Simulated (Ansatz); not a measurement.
This geometry of BH5S (7 atoms, charge 0, multiplicity 1) is a first-order saddle point.

Theory: RKS PBE0/def2-SVP (Ansatz).

```xyz
7
Properties=species:S:1:pos:R:3
B -0.516 -0.481 -0.552
S 0.832 0.861 0.203
H -1.545 -0.189 0.026
H -0.030 -1.554 -0.252
H -0.480 -0.201 -1.733
H 0.183 1.395 1.262
H 1.617 0.102 1.000
```

**Question.** Which two structures does it join? (They come from a converged band through this point; their orientation in space is the band's.)

**Answer.** No bond is made or broken. The dihedral H4–B1–S2–H6 goes from -48 to -170°. The two ends are copies of one structure, up to a mirror image or an exchange of like atoms.

First end point:

```xyz
7
Properties=species:S:1:pos:R:3
B -0.532 -0.466 -0.510
S 0.575 0.985 0.295
H -1.638 0.037 -0.434
H -0.347 -1.462 0.161
H -0.076 -0.486 -1.640
H 0.289 0.914 1.617
H 1.789 0.411 0.465
```

Last end point:

```xyz
7
Properties=species:S:1:pos:R:3
B -0.493 -0.505 -0.514
S 1.022 0.545 0.248
H -1.415 -0.417 0.273
H 0.031 -1.601 -0.611
H -0.637 0.067 -1.581
H 0.456 1.722 0.606
H 1.098 0.123 1.533
```

**Question.** How far does it lie above each of them?

**Answer.** 0.090 eV above the first and 0.090 eV above the second. This is the barrier of this one path; another mechanism may lie lower.

Run time: 59 s on 1 thread of Arm Neoverse N1 (shared host), peak memory 0.1 GiB.
